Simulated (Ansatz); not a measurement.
AlMgH2 (H-bridged), doublet: the ladder up to full CI

Geometry: that of the AlMgH2 (H-bridged), quartet, kept fixed.

```xyz
4

Al    0.0000    0.0562    1.2209
Mg    0.0000   -0.0014   -1.4713
H     0.0000   -0.3272    2.7591
H     0.0000   -1.1428    0.0371
```

Basis 6-31G; Ansatz 0.2.0. Correlated methods freeze the noble-gas cores, which leaves 7 electrons in 20 orbitals. Prefix R: restricted or restricted open-shell reference; prefix U: unrestricted. The metal's outer-core shells are frozen, which leaves out core–valence correlation.

Full CI is exact within this basis and frozen core; it isn't the basis-set limit. The frozen core follows each run's orbitals, which can shift R against U totals by a few meV.

The UHF ⟨S²⟩ is 0.864, the T1 diagnostic (RCCSD) is 0.0534 and the largest doubles amplitude (RCCSD) is 0.070. The T1 diagnostic (UCCSD) is 0.0389.

| level | E − E(RHF) (eV) |
| --- | --- |
| RMP2 | -1.2780 |
| UMP2 | -1.2935 |
| RCCSD | -1.8969 |
| UCCSD | -1.9010 |
| RCCSD(T) | -1.9475 |
| UCCSD(T) | -1.9487 |

Problem. Estimate how far full CI in 6-31G lies from RCCSD(T). The table doesn't fix it; the size of (T) and the diagnostics are the guide.

Solution. Full CI in 6-31G lies 0.68 kcal/mol below RCCSD(T), which is 59 % of the (T) step (-1.17 kcal/mol). T1 is raised, and the rest is a large part of (T).

The other levels:

```tsv
level	E − E(full CI) (kcal/mol)	share of correlation (%)	wall time
BCCD(T)	0.65	98.56	0.75 s
RCCSDT	0.10	99.78	–
UCCSDT	0.09	99.81	–
RCCSDT(Q)	0.03	99.94	2.1 s
UCCSDT(Q)	0.02	99.96	2.8 s
RCCSDTQ	0.00	99.99	16 s
```

The correlation energy at full CI, counted from RHF, is -1.977 eV. That run took 18 s on 1 thread of AMD EPYC 9R45, shared host over 2,782,032 determinants.

Run but not shown, since their state or frozen core can't be matched to the reference's or they repeat it: UHF.

Times hold each run's SCF and search for its determinant on a shared host, so for small cases they say little of a method's own cost; they ran on 1 thread of AMD EPYC 9R45.

The full-CI state has the irrep A' of Cs, in the program's axes.

Natural occupations of full CI about the gap: 1.970 1.957 1.885 0.991 0.053 0.035 0.034 0.025 0.015 0.014; effectively unpaired electrons, Σ n²(2−n)², 1.08.
